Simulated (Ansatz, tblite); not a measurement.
# The cluster MnI₂: rung by rung

How do method and basis change the picture of the cluster MnI₂ (doublet)?

Method: as each input shows; program: Ansatz 0.2.0, Gaussian basis.

Plan: GFN1-xTB, GFN2-xTB, PBE-D4/def2-TZVP, r2SCAN-D4/def2-TZVP, HSE06-D4/def2-TZVP, B3LYP-D4/def2-TZVP, BLYP-D4/def2-TZVP, r2SCAN0-D4/def2-TZVP, B2PLYP/def2-TZVP, revPBE-D4/def2-TZVP, B97M-V/def2-TZVP, r2SCANh-D4/def2-TZVP, PBE-QIDH/def2-TZVP, LC-ωPBE/def2-TZVP, PBE+5HF/def2-TZVP, PBE+10HF/def2-TZVP, PBE+15HF/def2-TZVP, PBE+35HF/def2-TZVP, PBE+50HF/def2-TZVP, PBE-D4/def2-SVP, PBE0-D4/def2-SVP, PBE0-D4/def2-QZVPP, PBE0-D4/def2-TZVPD, PBE-D4/def2-TZVPD, r2SCAN-D4/def2-TZVPD, MP2/def2-TZVP, RPA/def2-TZVP.

4 further runs of the same task are left out: 1 for a known fault of the program, 3 that didn't finish.

### 1 The geometry

The geometry is that of the doublet, from an earlier relaxation (r2SCAN-D4/def2-TZVP). At that level it is the lowest of the isomers that a small search found.

3 atoms, charge 0, spin multiplicity 2.

Bond lengths: Mn1–I2 2.487 Å, Mn1–I3 2.487 Å. Angles: I2–Mn1–I3 179.7°.

I takes a core potential in the def2 sets. No spin-orbit coupling is included.

PBE0-D4/def2-TZVP was run before; its log isn't repeated, and its numbers join the tables.

### 2 GFN1-xTB

Tight binding, by tblite at 300 K electronic temperature and without a spin-polarisation term:

```python
tblite.interface.Calculator('GFN1-xTB', numbers, positions, charge=0, uhf=1).singlepoint()
```

Energy -278.8529 eV; 0.009 s.

### 3 GFN2-xTB

Tight binding, by tblite at 300 K electronic temperature and without a spin-polarisation term:

```python
tblite.interface.Calculator('GFN2-xTB', numbers, positions, charge=0, uhf=1).singlepoint()
```

Energy -285.0743 eV; 0.008 s.

### 4 PBE-D4/def2-TZVP

start.molden holds the orbitals of an earlier run on this state, given as this run's starting guess.

File in.yaml:

```yaml
crystal:
  periodic: [false, false, false]
  atoms:
    - {symbol: Mn, position_ang: [0.001999, 0.000614, -0.003674]}
    - {symbol: I, position_ang: [0.987378, 2.101454, 0.890668]}
    - {symbol: I, position_ang: [-0.989368, -2.102068, -0.886994]}
basis:
  gaussian: {orbitals: def2-TZVP, initial_orbitals: start.molden}
magnetization: {spin_polarized: true, initial_magnetization: 1}
hamiltonian: {xc: pbe, dispersion: d4}
scf: {omitted_lower_state_checks: [starts]}
output: {orbitals: {seedname: orbitals}}
```

Started as:

```
$ ansatz run in.yaml --threads 2 --pin off --events-out ev --progress --plain --max-ram 4352MiB
```

Further steps of the session: r2SCAN-D4/def2-TZVP; HSE06-D4/def2-TZVP; B3LYP-D4/def2-TZVP; BLYP-D4/def2-TZVP; r2SCAN0-D4/def2-TZVP; B2PLYP/def2-TZVP; revPBE-D4/def2-TZVP; B97M-V/def2-TZVP; r2SCANh-D4/def2-TZVP; PBE-QIDH/def2-TZVP; LC-ωPBE/def2-TZVP; PBE+5HF/def2-TZVP; PBE+10HF/def2-TZVP; PBE+15HF/def2-TZVP; PBE+35HF/def2-TZVP; PBE+50HF/def2-TZVP; PBE-D4/def2-SVP; PBE0-D4/def2-SVP; PBE0-D4/def2-QZVPP; PBE0-D4/def2-TZVPD; PBE-D4/def2-TZVPD; r2SCAN-D4/def2-TZVPD; MP2/def2-TZVP; RPA/def2-TZVP.

Q: Predict the results of all the runs planned. Wanted: gap in def2-TZVP, named functionals, smallest and largest; gap over the share of exact exchange; correlation energy, MP2/def2-TZVP; binding an atom, functionals in def2-TZVP; ⟨S²⟩ in def2-TZVP, named functionals, smallest and largest; PBE0 total energy, smallest basis above largest.

The runs gave:

```
                                                  quantity                                value
 gap in def2-TZVP, named functionals, smallest and largest  0.79 eV (PBE-D4), 8.56 eV (LC-ωPBE)
                      gap over the share of exact exchange         0.79 eV at 0, 6.60 eV at 0.5
                         correlation energy, MP2/def2-TZVP                            -36.55 eV
                 binding an atom, functionals in def2-TZVP  0.93 (PBE-QIDH) to 1.49 eV (PBE-D4)
⟨S²⟩ in def2-TZVP, named functionals, smallest and largest                         2.676, 2.737
           PBE0 total energy, smallest basis above largest       5.72 eV (def2-SVP, def2-QZVPP)
```

What this shows: Over the named functionals in def2-TZVP the gap runs from 0.79 eV (PBE-D4) to 8.56 eV (LC-ωPBE); exact exchange widens it. Raising the share of exact exchange from 0 to 0.5 moves the HOMO by -3.09 eV and the LUMO by +2.72 eV. Over the named functionals in def2-TZVP spin contamination reaches 1.99 (r2SCAN0-D4), and every level is far from pure, so all describe a mixture with higher spin.
